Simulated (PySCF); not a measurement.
Species: C₅H₅O (charge -1).
SMILES: `CC#C/C=C\[O-]`

The closed-shell ground state was solved at several levels (PySCF, density fitting, gas phase, non-relativistic). Isolated species at its PBE0-D3(BJ)/def2-SVP geometry, gas phase. The geometry's basis has no diffuse functions, a weakness for an anion. The HOMO energy is positive, so at this level the finite basis confines the outermost electrons. No diffuse functions stand in pcJ-1, pcSseg-1 and pcSseg-2, which bears on an anion's orbital energies.

| level | basis functions | HOMO (eV) | LUMO (eV) | gap (eV) |
| --- | --- | --- | --- | --- |
| PBE0/pcSseg-1 | 127 | 0.08 | 5.06 | 4.98 |
| PBE/pcSseg-2 | 286 | 0.78 | 3.16 | 2.38 |
| B3LYP/def2-SVPD | 163 | 0.02 | 3.61 | 3.59 |

Q: Estimate the row for B3LYP/pcJ-1, a basis of 212 functions; the other rows only guide the guess.

A: HOMO 0.28 eV, LUMO 4.71 eV, gap 4.43 eV.

Q: Over all these levels, which gives the widest orbital gap and which the narrowest?

A: PBE0/pcSseg-1 (global hybrid, 25 % exact exchange) has the widest, 4.98 eV, and PBE/pcSseg-2 (GGA) the narrowest, 2.38 eV. Functional and basis both differ between the two, so the spread mixes both effects.
